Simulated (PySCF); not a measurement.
Propionyl chloride, C₃H₅ClO.
Z-matrix (Å and degrees, PBE0-D3(BJ)/def2-SVP geometry), rows numbered from 1:
```
C 
C   1  1.5160
C   2  1.5004  1  113.04
O   3  1.1821  2  127.51  1    -0.36
Cl  3  1.7968  2  111.78  1   179.84
H   1  1.0990  2  110.34  3   179.18
H   1  1.0992  2  111.15  3    58.96
H   1  1.0995  2  111.15  3   -60.72
H   2  1.1032  1  112.36  3  -120.85
H   2  1.1028  1  112.49  3   121.17
```

The closed-shell ground state was solved at several levels (PySCF, density fitting, gas phase, non-relativistic).

```csv
level,basis functions,total energy (Eh),HOMO (eV),LUMO (eV),gap (eV),dipole (D)
B3LYP/6-31G*,84,-652.7537,-8.05,-0.92,7.13,2.84
B3LYP/cc-pVTZ,224,-652.8744,-8.24,-1.17,7.07,2.83
```

(1) Estimate the row for B3LYP/def2-TZVP, a basis of 191 functions; the other rows only guide the guess.

(2) Over all these levels, which gives the widest orbital gap and which the narrowest?

(3) How much does the basis alone move the frontier levels among the 3 B3LYP rows (the withheld one included)?

(4) How far do the dipole and the HOMO energy spread over the levels?

Answers

(1) Total energy -652.8732 Eh, HOMO -8.26 eV, LUMO -1.22 eV, gap 7.04 eV, dipole 2.85 D.

(2) B3LYP/6-31G* has the widest, 7.13 eV, and B3LYP/def2-TZVP the narrowest, 7.04 eV. From the narrowest to the widest the HOMO moves by +0.21 eV and the LUMO by +0.30 eV.

(3) The HOMO by 0.21 eV and the LUMO by 0.30 eV. By rising basis size (HOMO, LUMO in eV): 6-31G* -8.05, -0.92; def2-TZVP -8.26, -1.22; cc-pVTZ -8.24, -1.17.

(4) The dipole runs from 2.83 to 2.85 D (mean 2.84 D) and the HOMO from -8.26 to -8.05 eV.

One conformer stands for the species.
